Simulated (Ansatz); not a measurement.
# AlH₆NSi: vertical ionisation energy

One table from this session's results is given with a row withheld; the runs are named, their logs left out.

Method: unrestricted cation, the program's frozen cores in correlated methods; program: Ansatz 0.2.0, Gaussian basis.

Levels to be run: UKS PBE-D4/def2-TZVPP; UKS r2SCAN-D4/def2-TZVPP; UKS PBE0-D4/def2-TZVPP; UKS B3LYP-D4/def2-TZVPP; UKS wB97X-V/def2-TZVPP; UKS wB97M-V/def2-TZVPP; UKS B2PLYP/def2-TZVPP; UHF-CCSD(T)/def2-TZVPP; UHF-MP2/def2-QZVPP; extrapolation to the limit; then −ε(HOMO) from the neutral's earlier runs with LDA (SPW92), PBE-D4, revPBE-D4, BLYP-D4, r2SCAN-D4, B97M-V, PBE0-D4, B3LYP-D4, r2SCANh-D4, r2SCAN0-D4, HSE06-D4, BHLYP-D4, CAM-B3LYP-D4, LC-ωPBE, ωB97X-V, ωB97M-V.

## The relaxed structure

The geometry comes from an earlier relaxation with PBE0-D4 in a triple-zeta def2 set; it is a stationary point, not always the lowest conformer.

SMILES `[NH2][AlH][SiH3]`, 9 atoms, charge 0, spin multiplicity 1.

Atoms are counted from 1 here; the program's logs count them from 0.

Bond lengths: N1–Al2 1.768 Å, N1–H4 1.007 Å, N1–H5 1.008 Å, Al2–Si3 2.451 Å, Al2–H6 1.587 Å, Si3–H7 1.492 Å, Si3–H8 1.492 Å, Si3–H9 1.492 Å. Angles: Al2–N1–H4 124.8°, Al2–N1–H5 125.0°, H4–N1–H5 110.2°, N1–Al2–Si3 117.7°, N1–Al2–H6 117.2°, Si3–Al2–H6 125.1°, Al2–Si3–H7 111.6°, Al2–Si3–H8 112.2°, Al2–Si3–H9 111.6°, H7–Si3–H8 107.2°, H7–Si3–H9 106.7°, H8–Si3–H9 107.2°.

Set-up of the first run:

File in.yaml:

```yaml
crystal:
  periodic: [false, false, false]
  atoms:
    - {symbol: N, position_ang: [-1.190076, 0.963027, -1.243416]}
    - {symbol: Al, position_ang: [0.095016, 0.962166, -0.029359]}
    - {symbol: Si, position_ang: [0.801642, -1.201373, 0.879814]}
    - {symbol: H, position_ang: [-1.654480, 0.138956, -1.589827]}
    - {symbol: H, position_ang: [-1.563380, 1.786271, -1.688857]}
    - {symbol: H, position_ang: [0.701338, 2.368348, 0.386260]}
    - {symbol: H, position_ang: [2.247178, -1.462708, 0.617435]}
    - {symbol: H, position_ang: [0.034239, -2.337476, 0.291494]}
    - {symbol: H, position_ang: [0.617023, -1.263412, 2.359258]}
basis:
  gaussian: {orbitals: def2-TZVPP}
total_charge: 1
magnetization: {spin_polarized: true, initial_magnetization: 1}
hamiltonian: {xc: pbe, dispersion: d4}
```

Started as:

```
ansatz run in.yaml --threads 2 --pin off --events-out ev --progress --plain --max-ram 4352MiB
```

Steps of the session up to this table: Cation, UKS PBE-D4/def2-TZVPP; Cation, UKS r2SCAN-D4/def2-TZVPP; Cation, UKS PBE0-D4/def2-TZVPP; Cation, UKS B3LYP-D4/def2-TZVPP; Cation, UKS wB97X-V/def2-TZVPP; Cation, UKS wB97M-V/def2-TZVPP; Cation, UKS B2PLYP (frozen core)/def2-TZVPP; Cation, UHF-CCSD(T)/def2-TZVPP; Cation, UHF-MP2/def2-QZVPP.

One of the session's tables, all rows but one given; the rest of the session is left out.

It belongs to the step «Ionisation energies side by side». For comparison, −ε(HOMO) of the neutral from earlier runs:

| functional | −ε(HOMO) (eV) |
| --- | --- |
| LDA (SPW92) | 6.46 |
| PBE-D4 | 6.34 |
| revPBE-D4 | 6.28 |
| BLYP-D4 | 6.20 |
| r2SCAN-D4 | 6.61 |
| B97M-V | 6.66 |
| PBE0-D4 | 7.51 |
| B3LYP-D4 | 7.31 |
| r2SCANh-D4 | 7.06 |
| r2SCAN0-D4 | 7.66 |
| HSE06-D4 | 7.11 |
| BHLYP-D4 | 8.51 |
| CAM-B3LYP-D4 | 8.78 |
| LC-ωPBE | 10.10 |
| ωB97X-V | 9.78 |
| ωB97M-V | ? |

Estimate the missing values for ωB97M-V.

**Answer.** −ε(HOMO) (eV): 9.52. In the column «−ε(HOMO) (eV)» it lies between CAM-B3LYP-D4 (8.78) and ωB97X-V (9.78).
